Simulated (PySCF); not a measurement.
## Electron detachment from `[PH-]P` ([H3P2]-)

System: `[PH-]P` ([H3P2]-). Atom numbers as in the mapped SMILES `[PH-:1][PH2:2]`.

These are calculated values, B3LYP-D3(BJ)/ma-def2-TZVP in PySCF (grid level 2) at geometries from PBE0-D3(BJ)/ma-def2-SVP. The prefix ma- adds one diffuse s and one diffuse p function on all atoms but H. Thermal corrections: PBE0-D3(BJ)/ma-def2-SVP frequencies, unscaled, ideal gas at 298.15 K and 1 bar, quasi-RRHO entropy.

Frontier levels of the parent: HOMO 0.26 eV, LUMO 3.27 eV.

Oxidation to the radical:
* Vertical detachment energy (electronic): 1.78 eV
* Adiabatic detachment energy (with zero-point energy): 1.53 eV
* Adiabatic, electronic part: 1.52 eV
* Vertical gap at the product's structure: 1.28 eV
* Inner reorganisation energy (four-point): 500 meV
* Relaxation of product / of parent: 267 / 233 meV
* ⟨S²⟩ of the product: 0.756
* Largest spin populations: P1 0.92
* Largest changes of atomic charge: P1 0.67, P2 0.13
* Distances that move most (Å): P2–H 1.442 → 1.425; P2–H 1.442 → 1.428

Run with `OMP_NUM_THREADS=1 python redox_run.py task.json out` on 1 thread of Intel Xeon Platinum 8375C @ 2.90GHz, a shared host. Structures, frequencies and single points: 66 s of wall time.
